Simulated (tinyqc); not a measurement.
Geometry optimisation on the RHF/sto-3g surface (energies and gradients from PySCF), for LiH, spin multiplicity 1, step by step. One step of it, computed by the program tinyqc.

Problem. Step 1: move. Quasi-Newton step p = -H^(-1) g (first H = 0.15 times the unit matrix); steps longer than 0.3 bohr are cut back.

positions at the start (bohr):
```
,x,y,z
1Li,0.000000,0.000000,0.000000
2H,0.000000,0.000000,2.842148
```

gradient (hartree/bohr):
```
,x,y,z
1Li,0.00000000,0.00000000,0.00151060
2H,0.00000000,0.00000000,-0.00151060
```

Give: positions after step 1.

Solution.

positions after step 1 (bohr):
```
,x,y,z
1Li,0.0000,0.0000,-0.0101
2H,0.0000,0.0000,2.8522
```
